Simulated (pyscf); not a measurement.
Four-centre exchange: `[CH3][CH2][CH3]` + `[CH3][Al]([CH3])[CH3]` -> `[CH3][CH]([CH3])[Al]([CH3])[CH3]` + `[CH4]`

Gas phase, singlet surface, charge 0. Bonds broken: C2–H7, Al12–C13. Bonds formed: C2–Al12, H7–C13. Single points on ωB97X-D3(BJ)/def2-SVP structures (PySCF, gas phase).

Transition state (Å):

```xyz
24

C     -0.9930     1.4948     2.4177
C     -0.7602     0.1518     1.7206
C     -1.8561    -0.8756     2.0159
H     -1.9125     1.9803     2.0448
H     -0.1601     2.1937     2.2404
H     -1.1089     1.3786     3.5093
H     -1.2220     0.5472     0.3754
H      0.1989    -0.2617     2.0999
H     -1.9882    -1.0381     3.0997
H     -1.6331    -1.8507     1.5543
H     -2.8305    -0.5404     1.6181
Al     0.2567     0.1033    -0.1727
C     -1.5807     0.9077    -0.9839
C      0.4511    -1.7510    -0.7640
C      1.6301     1.4954    -0.2125
H     -2.4815     0.2847    -1.0905
H     -1.0723     0.8886    -1.9669
H     -1.8747     1.9535    -0.8088
H      0.8584    -1.8097    -1.7883
H      1.1431    -2.3155    -0.1144
H     -0.5104    -2.2911    -0.7647
H      2.0941     1.5796    -1.2106
H      2.4463     1.2827     0.5002
H      1.2241     2.4886     0.0425
```

One imaginary mode, 1560i cm⁻¹; descent along it reached the two sides named, in the forms told below.

```tsv
bond	change	reactant side (Å)	saddle	product side
C2–H7	breaks	1.110	1.476	2.7
Al12–C13	breaks	1.969	2.164	2.9
C2–Al12	forms	2.9	2.150	1.979
H7–C13	forms	2.7	1.451	1.103
```

Electronic energies relative to the separated reactants (kcal/mol):

```
level                   barrier  reaction energy  reverse barrier
----------------------  -------  ---------------  ---------------
ωB97X-D3(BJ)/def2-TZVP     35.4             +3.6             31.8
PBE/def2-TZVP              34.4             +5.3             29.1
r²SCAN/def2-TZVP           32.9             +4.9             28.0
B3LYP-D3(BJ)/def2-TZVP     36.3             +4.0             32.3
PBE0-D3(BJ)/def2-TZVP      32.6             +4.3             28.3
M06-2X/def2-TZVP           36.3             +4.1             32.2
ωB97M-D3(BJ)/def2-TZVP     37.0             +4.5             32.6
HF/def2-TZVP               60.5             +7.4             53.2
```

With ωB97M-D3(BJ)/def2-TZVP energies and thermal terms (ideal gas, 1 atm, RRHO with modes under 100 cm⁻¹ raised to 100, one conformer, R ln 2 for chiral ones without a mode under 150 cm⁻¹), in kcal/mol:

| T (K) | ΔH‡ | ΔG‡ | ΔH | ΔG |
|---|---|---|---|---|
| 298 | 35.6 | 47.8 | +4.3 | +6.3 |
| 600 | 36.3 | 59.9 | +4.4 | +8.4 |
| 900 | 37.1 | 71.5 | +4.5 | +10.3 |
| 1200 | 38.0 | 82.8 | +4.5 | +12.3 |

On the reactant side the descent ends in a complex, 5.4 kcal/mol under the separated species and 40.9 kcal/mol under the saddle at ωB97X-D3(BJ)/def2-TZVP. On the product side the descent ends in a complex (not fully relaxed), 4.5 kcal/mol under the separated species and 36.3 kcal/mol under the saddle at ωB97X-D3(BJ)/def2-TZVP. At the saddle there is also a short Al–H contact that neither side keeps. One saddle was located; it need not be the lowest between these sides.
